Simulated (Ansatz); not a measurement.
H$_{2}$O⁻, doublet along the angle H2-O1-H3

Starting geometry (PBE0/def2-TZVPD stationary point for this spin, not checked as a minimum):

```xyz
3

O     0.0000   -0.0691    0.0000
H     0.0000    0.5483    0.7576
H     0.0000    0.5483   -0.7576
```

From there the angle named below is changed in its plane at fixed bond lengths, both arms turning rigidly about the middle atom; atoms are numbered as listed. Energies are in kJ/mol, counted from the starting geometry at the same level. Kohn–Sham curves are unrestricted where that lies lower.

Basis aug-cc-pVDZ; Ansatz 0.2.0. Only valence electrons are correlated (noble-gas cores frozen). R marks a restricted (for open shells ROHF) determinant, U an unrestricted one. This anion state lies near or above the neutral species, so the extra electron is weakly bound or unbound and the energies hang on the diffuse functions.

The highest occupied Kohn–Sham level of the anion is positive, up to +2.10 eV, so in those functionals the extra electron is held by the basis alone, which enters their differences from the reference.

In so small a basis the reference is far from its limit while semilocal and hybrid functionals are nearer theirs (RPA and double hybrids share part of the reference's basis error), so the functionals' errors here hold much of the reference's basis and frozen-core error, which can add to them or hide them.

Full CI isn't at hand for all of this; UCCSDT(Q) serves as the reference, and is uncertain by the last step of the cluster series or more.

| angle H2-O1-H3 (°) | UCCSDT(Q) | SPW92 | PBE | r2SCAN | PBE0 | B3LYP | CAM-B3LYP | wB97M-V | B2PLYP | RPA-PBE |
| --- | --- | --- | --- | --- | --- | --- | --- | --- | --- | --- |
| 71.4 | 67.7 | 66.9 | 67.7 | 67.7 | 69.2 | 70.7 | 70.2 | 66.8 | 69.3 | 68.7 |
| 90.6 | 8.3 | 9.1 | 8.9 | 8.6 | 9.1 | 9.7 | 9.5 | 8.6 | 9.1 | 8.7 |
| 101.6 | 0.0 | 0.0 | 0.0 | 0.0 | 0.0 | 0.0 | 0.0 | 0.0 | 0.0 | 0.0 |
| 101.9 | 0.0 | 0.0 | 0.0 | 0.0 | 0.0 | 0.0 | 0.0 | 0.0 | 0.0 | 0.0 |
| 118.5 | 15.7 | 11.5 | 13.2 | 14.4 | 13.8 | 12.8 | 12.9 | 13.9 | 14.0 | 15.0 |
| 137.1 | 60.2 | 47.2 | 52.1 | 55.5 | 54.8 | 52.4 | 52.6 | 54.4 | 55.5 | 59.0 |
| 156.2 | 113.8 | 89.3 | 98.2 | 103.5 | 103.6 | 99.7 | 100.0 | 102.6 | 105.2 | 112.1 |
| 180.0 | 146.7 | 114.5 | 125.9 | 132.2 | 133.2 | 128.4 | 128.7 | 131.8 | 135.5 | 144.6 |

Question: Judged by the spread of the error over the points with a reference (largest less smallest), which of these follows UCCSDT(Q) best and which worst?

Answer: Subtracting the UCCSDT(Q) column from each: best RPA-PBE (errors from -2.1 to 1.0, spread 3.1 kJ/mol), worst SPW92 (from -32.2 to 0.8, spread 33.0 kJ/mol). Functionals and wave-function methods converge differently with the basis, so part of this is basis effect.
